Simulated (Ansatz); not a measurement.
`C/N=C(/F)Cl` + `C=CC(C)C` → `C=C(C)C(C)C` + `N=C(F)Cl`  (formal exchange of groups at a C–N bond)

Calculated with Ansatz (gas phase, PBE0-D4/def2-TZVP geometries, no zero-point term in ΔE). CCSD(T)/CBS is the MP2 limit (def2-TZVPP, def2-QZVPP) plus CCSD(T) − MP2 in def2-TZVPP, frozen cores. This one scheme is used for every species. DFT in def2-TZVPP. B3LYP here is the variant with VWN-RPA as its local correlation; programs differ in this. Each species was taken in one conformer, which may not be the lowest.

`C/N=C(/F)Cl`:

```xyz
8

C    -0.130    1.083   -0.047
N    -0.314   -0.136    0.685
C     0.045   -1.238    0.269
F    -0.143   -2.336    0.976
Cl    0.828   -1.637   -1.226
H     0.458    1.772    0.562
H    -1.107    1.547   -0.205
H     0.363    0.946   -1.014
```

`C=CC(C)C`:

```xyz
15

C     1.450    0.017   -1.504
C     1.119    0.445   -0.293
C     0.025   -0.086    0.583
C    -0.929    1.044    0.965
C    -0.728   -1.260   -0.017
H     2.257    0.481   -2.059
H     0.936   -0.807   -1.986
H     1.675    1.280    0.131
H     0.506   -0.429    1.510
H    -0.394    1.882    1.419
H    -1.680    0.696    1.679
H    -1.450    1.420    0.080
H    -0.060   -2.092   -0.252
H    -1.240   -0.968   -0.938
H    -1.485   -1.624    0.682
```

`C=C(C)C(C)C`:

```xyz
18

C    -0.759   -0.004   -2.019
C    -0.185   -0.288   -0.854
C     0.516   -1.591   -0.628
C    -0.221    0.700    0.287
C     1.178    1.159    0.689
C    -0.974    0.148    1.495
H    -1.267    0.941   -2.183
H    -0.741   -0.704   -2.847
H     0.065   -2.149    0.198
H     1.568   -1.439   -0.368
H     0.476   -2.217   -1.520
H    -0.769    1.577   -0.075
H     1.119    1.942    1.450
H     1.726    1.558   -0.167
H     1.762    0.337    1.112
H    -1.978   -0.182    1.219
H    -0.448   -0.701    1.940
H    -1.068    0.915    2.269
```

`N=C(F)Cl`:

Cartesian coordinates in Å:
```
N 0.662 -0.408 0.696
C -0.265 -0.159 -0.085
F -1.260 -0.999 -0.256
Cl -0.493 1.237 -1.080
H 1.357 0.329 0.726
```

```tsv
level	ΔE (kcal/mol)	difference from CCSD(T)/CBS
r2SCAN-D4	-7.2	0.4
B3LYP-D4	-6.6	1.0
ωB97X-V	-7.3	0.3
B2PLYP	-6.5	1.1
PBE	-6.0	1.6
r2SCAN	-6.9	0.7
PBE0	-6.5	1.1
HF/def2-TZVPP	-6.3	1.3
MP2/def2-TZVPP	-8.4	-0.8
SCS-MP2/def2-TZVPP	-7.8	-0.2
CCSD/def2-TZVPP	-7.8	-0.2
CCSD(T)/def2-TZVPP	-7.9	-0.3
HF/def2-QZVPP	-6.3	1.3
MP2/def2-QZVPP	-8.2	-0.6
HF/CBS(def2)	-6.3	1.3
CCSD/CBS(def2)	-7.5	0.1
CCSD(T)/CBS	-7.6	0
```

Largest T1 diagnostic among the species: 0.013.

The D4 term adds −1.1 kcal/mol with B3LYP and −0.7 kcal/mol with PBE0; it sums over pairs of atoms, weighted by their polarisabilities, and B3LYP, whose exchange is more repulsive, gets the larger term. In def2-TZVPP, CCSD(T) changes the Hartree–Fock value by −1.6 kcal/mol (the triples alone add −0.1 kcal/mol) and MP2 by −2.1 kcal/mol.
